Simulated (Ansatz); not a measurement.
Counterpoise correction, worked out

The pair of H₂O (SMILES O, atoms 1–3) and HF (SMILES F, atoms 4–5), both closed shells, in one local arrangement (a lower one may exist), relaxed at PBE0-D4/def2-TZVP:

```json
{"atom": "O1", "x (Å)": "0.1230", "y (Å)": "0.2325", "z (Å)": "-0.6777"}
{"atom": "H2", "x (Å)": "-0.6926", "y (Å)": "0.0757", "z (Å)": "-1.1606"}
{"atom": "H3", "x (Å)": "0.7733", "y (Å)": "-0.3703", "z (Å)": "-1.0476"}
{"atom": "F4", "x (Å)": "-0.1582", "y (Å)": "-0.0370", "z (Å)": "1.9053"}
{"atom": "H5", "x (Å)": "-0.0455", "y (Å)": "0.0990", "z (Å)": "0.9807"}
```

Computed with Ansatz 0.2.0 (basis: def2-TZVPPD); correlated methods freeze the cores.

MP2 total energies in eV:

| system | geometry | basis functions | energy |
| --- | --- | --- | --- |
| pair | pair | all | -4807.72024 |
| H₂O | as in the pair | all (partner as ghosts) | -2076.98533 |
| HF | as in the pair | all (partner as ghosts) | -2730.37148 |
| H₂O | as in the pair | its own | -2076.96727 |
| HF | as in the pair | its own | -2730.36097 |
| H₂O | free (PBE0-D4 minimum) | its own | -2076.96972 |
| HF | free (PBE0-D4 minimum) | its own | -2730.37406 |

Problem. Work out the interaction energy with and without the counterpoise correction, the superposition error, and the binding energy from the relaxed fragments.

Solution. Without correction: -4807.72024 − (-2076.96727) − (-2730.36097) = -0.39200 eV.
With correction (each fragment in the whole basis): -4807.72024 − (-2076.98533) − (-2730.37148) = -0.36343 eV = -8.38 kcal/mol.
The superposition error is the difference, 0.02857 eV, 7 % of the uncorrected value: each fragment borrows its partner's functions.
Deformation from the free shapes: 0.00245 eV for H₂O and 0.01309 eV for HF.
Binding energy from relaxed fragments: -0.36343 + 0.00245 + 0.01309 = -0.34789 eV = -8.02 kcal/mol (electronic, without zero-point energy; negative means bound). For comparison, the corrected interaction energy by CCSD(T) at an estimated basis limit (MP2 extrapolated from triple and quadruple zeta, plus CCSD(T) − MP2 in triple zeta) is -0.387 eV.

No T1 diagnostic of these runs exceeds 0.011.

For scale, one of the runs: CCSD(T)/def2-TZVPPD, 131 basis functions, launched by `ansatz run in.yaml --threads 2 --pin off --events-out ev --progress --plain --max-ram 5222MiB`. Time: 4.6 s of wall clock on 2 CPU threads of an Intel Xeon Platinum 8375C; the host was shared. Peak host memory: 0.7 GiB.
